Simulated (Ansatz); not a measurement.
# CH5O (doublet): the correlation ladder at distance C1–H5 along a hydrogen transfer = 1.350 Å, cc-pVDZ

How much of the correlation energy of CH5O (doublet) does each wave-function method recover here?

Method: cc-pVDZ, core rule «outside noble gas», up to 2 orbitals frozen; program: Ansatz 0.2.0, Gaussian basis.

Plan: UHF; CCSD(T) on ROHF; CCSD(T) on UHF; BCCD(T) on ROHF; CISD; CCSDT(Q) on ROHF; CCSDT(Q) on UHF; CASSCF and MRCISD+Q, 3 electrons in 3 orbitals; CASSCF and NEVPT2, 3 electrons in 3 orbitals.

## Step 1: What is computed

The geometry derives from fragments relaxed apart (PBE0/def2-TZVP) and kept rigid, so it is no stationary point. A hydrogen atom is moved between rigid fragments.

7 atoms, charge 0, spin multiplicity 2.

Atoms are counted from 1 here; the program's logs count them from 0.

Bond lengths: C1–H2 1.090 Å, C1–H3 1.090 Å, C1–H4 1.090 Å, C1–H5 1.350 Å, H5–O6 0.990 Å, O6–H7 0.973 Å. Angles: H2–C1–H3 109.5°, H2–C1–H4 109.5°, H2–C1–H5 109.5°, H3–C1–H4 109.5°, H3–C1–H5 109.5°, H4–C1–H5 109.5°, C1–H5–O6 180.0°, H5–O6–H7 105.0°.

## Step 2: UHF

in.yaml

```yaml
crystal:
  periodic: [false, false, false]
  atoms:
    - {symbol: C, position_ang: [-1.219780, 0.028666, 0.000000]}
    - {symbol: H, position_ang: [-1.582986, 1.055967, 0.000000]}
    - {symbol: H, position_ang: [-1.582986, -0.484985, 0.889668]}
    - {symbol: H, position_ang: [-1.582985, -0.484984, -0.889669]}
    - {symbol: H, position_ang: [0.130220, 0.028666, 0.000000]}
    - {symbol: O, position_ang: [1.120220, 0.028666, 0.000000]}
    - {symbol: H, position_ang: [1.372079, -0.911284, 0.000000]}
basis:
  gaussian: {orbitals: cc-pVDZ}
magnetization: {spin_polarized: true, initial_magnetization: 1}
hamiltonian: {xc: hf}
output: {orbitals: {seedname: orbitals}}
```

Started as:

```console
$ ansatz run in.yaml --threads 1 --pin off --events-out ev --progress --plain --max-ram 4096MiB --backend cpu
```

After this run come: CCSD(T) on ROHF; CCSD(T) on UHF; BCCD(T) on ROHF; CISD; CCSDT(Q) on ROHF; CCSDT(Q) on UHF; CASSCF and MRCISD+Q, 3 electrons in 3 orbitals; CASSCF and NEVPT2, 3 electrons in 3 orbitals.

**Question.** What will the summary of the whole plan be? Wanted: UCCSDT(Q) below the RHF energy; RMP2 from UCCSDT(Q); UMP2 from UCCSDT(Q); RCCSD from UCCSDT(Q); RCCSD(T) from UCCSDT(Q); UCCSD(T) from UCCSDT(Q); RCCSDT(Q) from UCCSDT(Q); T1 diagnostic.

The runs gave:

| quantity | value |
| --- | --- |
| UCCSDT(Q) below the RHF energy | -10.6119 eV |
| RMP2 from UCCSDT(Q) | +24.40 kcal/mol |
| UMP2 from UCCSDT(Q) | +25.08 kcal/mol |
| RCCSD from UCCSDT(Q) | +5.72 kcal/mol |
| RCCSD(T) from UCCSDT(Q) | +0.86 kcal/mol |
| UCCSD(T) from UCCSDT(Q) | +0.86 kcal/mol |
| RCCSDT(Q) from UCCSDT(Q) | +0.02 kcal/mol |
| levels within 1 kcal/mol (43 meV) | RCCSD(T), UCCSD(T), BCCD(T), RCCSDT, UCCSDT, RCCSDT(Q) |
| T1 diagnostic | 0.019 |

What this shows: RCCSD(T) lands +0.86 kcal/mol from the yardstick (0.4 % of the correlation energy). These misses are within one basis, not against nature; the frozen cores of restricted and unrestricted runs differ, which can shift their rows.
